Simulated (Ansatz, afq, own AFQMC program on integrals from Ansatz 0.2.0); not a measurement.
# CH₃, doublet in 6-31G, levels against full CI

| atom | x (Å) | y (Å) | z (Å) |
| --- | --- | --- | --- |
| C | 0.0041 | -0.0070 | 0.0000 |
| H | 1.0841 | 0.0071 | -0.0003 |
| H | -0.6098 | 1.0252 | -0.0030 |
| H | -0.5237 | -0.9492 | 0.0031 |

Basis 6-31G. Only valence electrons are correlated. Integrals, coupled cluster, full CI and functionals: Ansatz 0.2.0; the random walks run on the same integrals in our own AFQMC program. ph-AFQMC/CISD is guided by a CISD state made of CCSD amplitudes; releasing the constraint for a short imaginary time cuts its bias at the price of noise, slowly where states lie close. ± is one standard error of the sampling.

Determinant: UHF, the one that the program's search chose, which needn't be the lowest solution. The geometry is a point of a scan.

Full CI on the same integrals is exact in this basis and with this determinant's frozen core.

The T1 diagnostic is 0.0073. The weight of the determinant in the CISD state is 0.951 and the ⟨S²⟩ of the determinant is 0.766. The size of the correlated space is 7 electrons in 14 orbitals.

| level | correlation energy (eV) |
| --- | --- |
| MP2 | -2.1058 |
| CCSD | -2.6287 |
| CCSD(T) | -2.6605 |

(1) Estimate where phaseless AFQMC with a CISD trial lies against CCSD(T) on the same integrals.

(1) 0.36 ± 0.05 mEh below CCSD(T).

Reference: full CI, correlation energy -2.670 eV. The released energy is read at 2.40 1/Eh (meV from the phaseless value at times in 1/Eh: -1.6 ± 1.4 at 0.24, 0.3 ± 0.8 at 0.51, 0.5 ± 0.7 at 0.99, -0.4 ± 0.6 at 1.62, -0.4 ± 0.7 at 2.40).

| level | E − E(reference) (mEh) | share of correlation (%) |
| --- | --- | --- |
| CCSD(T) | 0.35 | 99.64 |
| CCSDT | 0.10 | 99.90 |
| CCSDT(Q) | 0.01 | 99.99 |
| CCSDTQ | 0.01 | 99.99 |
| ph-AFQMC/CISD | 0.00 ± 0.05 | 100.00 |
| released AFQMC | -0.02 ± 0.03 | 100.02 |

CCSDT and higher add their correlation energy to the determinant of the CCSD(T) run, since their own runs factorise the integrals more tightly (a shift of under 2 meV). A walk keeps the symmetry of its determinant, which the program's search chose and which needn't be the lowest solution, so a lower state of the same spin and another symmetry isn't excluded. Released energies are given only where the last usable release times agree within the noise; a slower fall can still hide under it.
